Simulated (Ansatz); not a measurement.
**Equilibrium lattice constant a of antifluorite Mg2Sn: levels of theory against measurement**

Reference value: 6.766 Å (measured, temperature not stated, no zero-point or thermal correction; as tabulated in Freccero, Grin, Wagner, Dalton Trans. (2023), ESI).

Problem. Put these levels in order of the equilibrium lattice constant a that they give for antifluorite Mg2Sn, smallest first: LDA (Ansatz, a first-principles code), PBE0 (Ansatz), rVV10 (Ansatz).

Solution. LDA (6.663 Å), PBE0 (6.762 Å), rVV10 (6.836 Å)

Differences against the reference: LDA -1.52 %, rVV10 +1.03 %, PBE0 -0.06 %.

The measured value isn't corrected to a static lattice, so vibrations enter the comparison. A static lattice is as a rule a little smaller than the measured one.  Cutoffs and k meshes differ between the levels. Ansatz's density-functional and Hartree–Fock values are scalar-relativistic unless marked +SOC, with PAW data made under PBE.

Differences are worked out from the printed values.
